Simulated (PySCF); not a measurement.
PySCF job for methanol (CH4O), SMILES CO, TDDFT-ωB97X/def2-TZVPD. Geometry optimised at ωB97X-D3(BJ)/def2-TZVP.

```python
import numpy as np
from pyscf import gto, scf, dft, tdscf

mol = gto.M(
    atom='''
    C    -0.01998565    0.66412501    0.00000000
    O     0.12231255   -0.74737998    0.00000000
    H    -0.54561545    1.02521908    0.89255271
    H     0.98633377    1.08468768    0.00000000
    H    -0.54561542    1.02521907   -0.89255274
    H    -0.75368938   -1.14083603   -0.00000001
    ''',
    basis='def2-TZVPD',
    charge=0,
    spin=0,
    symmetry=True,
    max_memory=1600,
    verbose=4,
)
mf = dft.RKS(mol, xc='wb97x').density_fit(auxbasis='def2-universal-jkfit')
mf.grids.level = 3
mf.conv_tol = 1e-9
mf.max_cycle = 100
mf.kernel()
mf.grids = dft.Grids(mol).set(level=1).build(with_non0tab=True)  # coarser grid for the response kernel
td = tdscf.TDDFT(mf)
td.singlet = True
td.nstates = 10
td.conv_tol = 1e-4
td.positive_eig_threshold = 1e-6
td.kernel(x0=td.get_init_guess(mf, 15))
td.analyze()
tt = tdscf.TDA(mf)
tt.singlet = False
tt.nstates = 4
tt.conv_tol = 1e-4
tt.positive_eig_threshold = 1e-6
tt.kernel(x0=tt.get_init_guess(mf, 9))
tt.analyze(verbose=3)
```

Log of the run:

```
PySCF version 2.14.0

[INPUT] verbose = 4
[INPUT] num. atoms = 6
[INPUT] num. electrons = 18
[INPUT] charge = 0
[INPUT] spin (= nelec alpha-beta = 2S) = 0
[INPUT] symmetry True subgroup None
[INPUT] Mole.unit = angstrom
[INPUT] Symbol           X                Y                Z      unit          X                Y                Z       unit  Magmom
[INPUT]  1 C     -0.019985650000   0.664125010000   0.000000000000 AA   -0.037767404921   1.255014381374   0.000000000000 Bohr   0.0
[INPUT]  2 O      0.122312550000  -0.747379980000   0.000000000000 AA    0.231137221097  -1.412343473183   0.000000000000 Bohr   0.0
[INPUT]  3 H     -0.545615450000   1.025219080000   0.892552710000 AA   -1.031063769831   1.937383278879   1.686680173638 Bohr   0.0
[INPUT]  4 H      0.986333770000   1.084687680000   0.000000000000 AA    1.863900692710   2.049762645890   0.000000000000 Bohr   0.0
[INPUT]  5 H     -0.545615420000   1.025219070000  -0.892552740000 AA   -1.031063713140   1.937383259981  -1.686680230330 Bohr   0.0
[INPUT]  6 H     -0.753689380000  -1.140836030000  -0.000000010000 AA   -1.424266511193  -2.155867649736  -0.000000018897 Bohr   0.0

nuclear repulsion = 40.3061947686617
point group symmetry = Cs
symmetry origin: [ 2.09969570e-09  2.09969568e-09 -4.19939137e-09]
symmetry axis x: [ 1.00000000e+00  4.63632683e-09 -4.31715700e-09]
symmetry axis y: [ 4.63632683e-09 -1.00000000e+00  1.03175600e-09]
symmetry axis z: [4.31715699e-09 1.03175605e-09 1.00000000e+00]
num. orbitals of irrep A' = 75
num. orbitals of irrep A" = 38
number of shells = 47
number of NR pGTOs = 151
number of NR cGTOs = 113
basis = def2-TZVPD
ecp = {}


[settings echo left out]
init E= -115.732135807987
HOMO (A") = -0.368091517431282  LUMO (A') = 0.03275784653502  gap/eV = 10.90767
cycle= 1 E= -115.678257150052  delta_E= 0.0539  |g|= 0.584  |ddm|= 1.53
HOMO (A") = -0.272613848702958  LUMO (A') = 0.0707845424738238  gap/eV = 9.34435
cycle= 2 E= -115.673300886559  delta_E= 0.00496  |g|= 0.647  |ddm|= 0.678
HOMO (A") = -0.388715999099874  LUMO (A') = 0.0703266221331837  gap/eV = 12.49119
cycle= 3 E= -115.740361136431  delta_E= -0.0671  |g|= 0.0295  |ddm|= 0.284
HOMO (A") = -0.384902488814498  LUMO (A') = 0.0722108296285455  gap/eV = 12.43869
cycle= 4 E= -115.74053432257  delta_E= -0.000173  |g|= 0.00693  |ddm|= 0.033
HOMO (A") = -0.386257650110878  LUMO (A') = 0.0721475594627385  gap/eV = 12.47384
cycle= 5 E= -115.740548385085  delta_E= -1.41e-05  |g|= 0.00122  |ddm|= 0.00891
HOMO (A") = -0.386038807884389  LUMO (A') = 0.0722146276816638  gap/eV = 12.46971
cycle= 6 E= -115.740548900559  delta_E= -5.15e-07  |g|= 0.000459  |ddm|= 0.00198
HOMO (A") = -0.386108151373194  LUMO (A') = 0.0722028159006847  gap/eV = 12.47128
cycle= 7 E= -115.740548963428  delta_E= -6.29e-08  |g|= 0.000111  |ddm|= 0.000702
HOMO (A") = -0.386098982332756  LUMO (A') = 0.0722031073215561  gap/eV = 12.47104
cycle= 8 E= -115.740548968558  delta_E= -5.13e-09  |g|= 2.02e-05  |ddm|= 0.00029
HOMO (A") = -0.386100229096559  LUMO (A') = 0.0722036815739031  gap/eV = 12.47108
cycle= 9 E= -115.740548968849  delta_E= -2.91e-10  |g|= 4.33e-06  |ddm|= 8.1e-05
HOMO (A") = -0.386101161879559  LUMO (A') = 0.0722034789734778  gap/eV = 12.47110
Extra cycle  E= -115.740548968863  delta_E= -1.39e-11  |g|= 1.86e-06  |ddm|= 1.48e-05
converged SCF energy = -115.740548968863
tot grids = 20248
Overwritten attributes  positive_eig_threshold  of <class 'pyscf.tdscf.rks.TDDFT'>


******** <class 'pyscf.tdscf.rks.TDDFT'> for <class 'pyscf.df.df_jk.DFSymAdaptedRKS'> ********
nstates = 10 singlet
deg_eia_thresh = 1.000e-03
wfnsym = None
conv_tol = 0.0001
eigh lindep = 1e-12
eigh level_shift = 0
eigh max_cycle = 100


Excitation energies (eV)
[ 7.0679847   8.48763591  8.90200481  9.14999174  9.15375066  9.77547379
 10.02489599 10.21385694 10.61763044 10.78494058]

** Singlet excitation energies and oscillator strengths **
Excited State   1:   A"      7.06798 eV    175.42 nm  f=0.0035
       9 -> 10        0.62567
       9 -> 11        0.24140
       9 -> 14        0.17188
Excited State   2:   A"      8.48764 eV    146.08 nm  f=0.0434
       9 -> 10       -0.25271
       9 -> 11        0.63303
       9 -> 21       -0.11437
Excited State   3:   A'      8.90200 eV    139.28 nm  f=0.0049
       8 -> 10        0.63160
       8 -> 11        0.18430
       8 -> 14        0.18713
Excited State   4:   A"      9.14999 eV    135.50 nm  f=0.0134
       9 -> 12       -0.64927
       9 -> 14        0.17688
       9 -> 24       -0.10043
Excited State   5:  ???      9.15375 eV    135.45 nm  f=0.0547
       8 -> 10        0.10334
       9 -> 13        0.68147
Excited State   6:  ???      9.77547 eV    126.83 nm  f=0.0013
       9 -> 10       -0.15023
       9 -> 12        0.18658
       9 -> 14        0.62821
Excited State   7:  ???     10.02490 eV    123.68 nm  f=0.0803
       7 -> 10       -0.11768
       8 -> 10       -0.19897
       8 -> 11        0.63864
       8 -> 21       -0.10485
Excited State   8:  ???     10.21386 eV    121.39 nm  f=0.0114
       9 -> 12        0.10650
       9 -> 15        0.63632
       9 -> 17       -0.20220
Excited State   9:  ???     10.61763 eV    116.77 nm  f=0.0120
       9 -> 16       -0.61997
       9 -> 18       -0.29568
Excited State  10:  ???     10.78494 eV    114.96 nm  f=0.0727
       8 -> 11        0.10816
       8 -> 12        0.61835
       8 -> 14       -0.26557

** Transition electric dipole moments (AU) **
state          X           Y           Z        Dip. S.      Osc.
  1        -0.0000      0.0000      0.1427      0.0204      0.0035
  2        -0.0000     -0.0000      0.4567      0.2086      0.0434
  3         0.0985     -0.1123      0.0000      0.0223      0.0049
  4        -0.0000     -0.0000      0.2449      0.0600      0.0134
  5        -0.2133      0.4457      0.0000      0.2441      0.0547
  6        -0.0000     -0.0000     -0.0726      0.0053      0.0013
  7         0.5633     -0.0973      0.0000      0.3268      0.0803
  8        -0.0000      0.0000     -0.2132      0.0455      0.0114
  9         0.1857     -0.1077      0.0000      0.0461      0.0120
 10        -0.0301      0.5237     -0.0000      0.2752      0.0727

** Transition velocity dipole moments (imaginary part, AU) **
state          X           Y           Z        Dip. S.      Osc.
  1         0.0000     -0.0000      0.0372      0.0014      0.0036
  2        -0.0000     -0.0000      0.1454      0.0211      0.0452
  3         0.0316     -0.0363     -0.0000      0.0023      0.0047
  4        -0.0000      0.0000      0.0814      0.0066      0.0131
  5        -0.0712      0.1496      0.0000      0.0275      0.0544
  6        -0.0000      0.0000     -0.0243      0.0006      0.0011
  7         0.2089     -0.0367      0.0000      0.0450      0.0814
  8        -0.0000      0.0000     -0.0806      0.0065      0.0115
  9         0.0743     -0.0389      0.0000      0.0070      0.0120
 10        -0.0127      0.2084     -0.0000      0.0436      0.0733

** Transition magnetic dipole moments (imaginary part, AU) **
state          X           Y           Z
  1         0.6693     -0.0829      0.0000
  2        -0.2106     -0.0711      0.0000
  3         0.0000      0.0000     -0.9529
  4         0.2856      0.0764     -0.0000
  5         0.0000      0.0000     -0.3665
  6         0.4696     -0.1205     -0.0000
  7         0.0000      0.0000     -0.0143
  8         0.8407      0.4884     -0.0000
  9         0.0000      0.0000      0.6914
 10        -0.0000     -0.0000      0.3689
Overwritten attributes  positive_eig_threshold  of <class 'pyscf.tdscf.rks.TDA'>


******** <class 'pyscf.tdscf.rks.TDA'> for <class 'pyscf.df.df_jk.DFSymAdaptedRKS'> ********
nstates = 4 triplet
deg_eia_thresh = 1.000e-03
wfnsym = None
conv_tol = 0.0001
eigh lindep = 1e-12
eigh level_shift = 0
eigh max_cycle = 100


Excitation energies (eV)
[6.81260778 8.26682076 8.64182398 8.93717453]

** Triplet excitation energies and oscillator strengths **
Excited State   1:   A"      6.81261 eV    181.99 nm  f=0.0000
Excited State   2:   A"      8.26682 eV    149.98 nm  f=0.0000
Excited State   3:   A'      8.64182 eV    143.47 nm  f=0.0000
Excited State   4:   A'      8.93717 eV    138.73 nm  f=0.0000
```

The calculation finished and met its thresholds.

Cost: roughly 90 core-seconds.
